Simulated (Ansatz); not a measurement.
# CHAlN+ (triplet): the correlation ladder, cc-pVDZ

An exercise on one series of results from a longer session: the logs are not shown, and one member is left open.

Program: Ansatz 0.2.0, Gaussian basis. Level of theory: cc-pVDZ, core rule «outside noble gas», up to 7 orbitals frozen. These are calculated values, not measurements.

Plan: UHF; CCSD(T) on ROHF; CCSD(T) on UHF; BCCD(T) on ROHF; CISD; CCSDT(Q) on ROHF; CCSDT(Q) on UHF; CASSCF and NEVPT2, 10 electrons in 10 orbitals.

17 further runs of the same task are left out: 4 that didn't finish, 13 set aside as unsound or not needed.

**What is computed**

The geometry is a PBE0/def2-TZVP stationary point (not a proven minimum) of the parent state, kept for this charge and spin.

4 atoms, charge 1, spin multiplicity 3.

Atoms are counted from 1 here; the program's logs count them from 0.

Bond lengths: Al1–C2 2.161 Å, Al1–N3 2.007 Å, C2–N3 1.217 Å, C2–H4 1.095 Å. Angles: C2–Al1–N3 33.7°, Al1–C2–N3 66.2°, Al1–C2–H4 157.1°, N3–C2–H4 136.7°, Al1–N3–C2 80.1°.

Set-up of the first run:

Input file in.yaml:

```yaml
crystal:
  periodic: [false, false, false]
  atoms:
    - {symbol: Al, position_ang: [0.000000, 0.105264, 1.006952]}
    - {symbol: C, position_ang: [0.000000, 0.485411, -1.119862]}
    - {symbol: N, position_ang: [0.000000, -0.696891, -0.832779]}
    - {symbol: H, position_ang: [0.000000, 1.082252, -2.038110]}
basis:
  gaussian: {orbitals: cc-pVDZ}
total_charge: 1
magnetization: {spin_polarized: true, initial_magnetization: 2}
hamiltonian: {xc: hf}
output: {orbitals: {seedname: orbitals}}
```

The run is started by

```console
$ ansatz run in.yaml --threads 1 --pin off --events-out ev --progress --plain --max-ram 2393MiB
```

Among the steps run: UHF; CCSD(T) on ROHF; CCSD(T) on UHF; BCCD(T) on ROHF; CISD; CCSDT(Q) on ROHF; CCSDT(Q) on UHF; CASSCF and NEVPT2, 10 electrons in 10 orbitals.

One of the session's tables, all rows but one given; the rest of the session is left out.

It belongs to the step «Misses and costs». 

```
         method  from UCCSDT(Q) (meV)
           ROHF               +9145.1
            UHF               +8967.8
           RMP2                +812.4
           UMP2                +955.0
           CISD               +1191.0
          RCCSD                     ?
          UCCSD                +453.2
       RCCSD(T)                 +60.1
       UCCSD(T)                 +62.7
        BCCD(T)                 +61.6
         RCCSDT                 +44.8
         UCCSDT                 +42.1
      RCCSDT(Q)                  +2.9
      UCCSDT(Q)                     0
CASSCF frontier               +5532.5
NEVPT2 frontier               +1215.9
```

**Question.** Estimate the row for RCCSD.

**Answer.** from UCCSDT(Q) (meV): +465.8. In the column «from UCCSDT(Q) (meV)» it lies between UCCSD (+453.2) and RMP2 (+812.4).

Caveats from the session: Restricted and unrestricted rows rest on different reference determinants; where their highest levels disagree by more than a few hundredths of an eV, they describe different states and don't form one ladder.
